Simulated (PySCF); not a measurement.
# CH4NO+, a complex of two parts: interaction energy

An exercise on one series of results from a longer session: the logs are not shown, and one member is left open.

Programs: PySCF 2.14.0. All values are calculated, for the isolated system unless a continuum is named. Atoms count from 0, parts from 1.

## The system as given

7 atoms, charge 1, multiplicity 1; geometry: GFN2-xTB. Parts: 1 = atoms 0–4, `[NH4+]`, charge 1; 2 = atoms 5–6, `[C-]#[O+]`, charge 0.

Set-up of the first run:

What the job is given:

```
{"job": {"xc": "PBE0", "basis": "def2-TZVPD", "d3": "d3bj", "grid": 3, "kind": "geom", "shake": 0.01}, "charge": 1, "multiplicity": 1, "parts": [{"atoms": "0-4", "charge": 1, "multiplicity": 1}, {"atoms": "5-6", "charge": 0, "multiplicity": 1}]}
N      0.000072    -0.082180    -0.020034
H     -0.867127    -0.636547    -0.130704
H     -0.218869     0.869526    -0.427715
H      0.232168     0.041303     0.968500
H      0.807921    -0.530243    -0.550511
C      2.155363    -1.275457    -1.371772
O      3.026112    -1.763698    -1.899190
```

On the command line:

```
$ OMP_NUM_THREADS=1 python cluster_run.py task.json out
```

One launch serves the whole session: the jobs run in the order shown.

Among the steps run: Geometry optimisation at PBE0-D3(BJ)/def2-TZVPD; Coupled-cluster interaction energy: CCSD(T) and MP2, 2.01 Å; Coupled-cluster interaction energy: CCSD(T) and MP2, 2.11 Å; Coupled-cluster interaction energy: CCSD(T) and MP2, 2.21 Å; Coupled-cluster interaction energy: CCSD(T) and MP2, 1.91 Å; Coupled-cluster interaction energy: CCSD(T) and MP2, 2.51 Å; Coupled-cluster interaction energy: CCSD(T) and MP2, 1.81 Å; Coupled-cluster interaction energy: CCSD(T) and MP2, 3.01 Å; Coupled-cluster interaction energy: CCSD(T) and MP2, 4.02 Å.

One table of the session follows, with a row left open; its other results are not shown here.

It belongs to the step «Coupled-cluster interaction energy: CCSD(T) and MP2, 4.02 Å». 

```
                 method  interaction energy (kcal/mol)
         HF/aug-cc-pVDZ                          -1.27
        MP2/aug-cc-pVDZ                          -2.48
       CCSD/aug-cc-pVDZ                          -2.04
    CCSD(T)/aug-cc-pVDZ                              ?
         HF/aug-cc-pVQZ                          -1.22
        MP2/aug-cc-pVQZ                          -2.38
    SCS-MP2/aug-cc-pVQZ                          -2.30
      MP2, extrapolated                          -2.37
CCSD(T), limit estimate                          -2.04
```

Q: Estimate the row for CCSD(T)/aug-cc-pVDZ from the others.

The run gave: interaction energy (kcal/mol): -2.14. In the column «interaction energy (kcal/mol)» it lies between SCS-MP2/aug-cc-pVQZ (-2.30) and CCSD/aug-cc-pVDZ (-2.04).
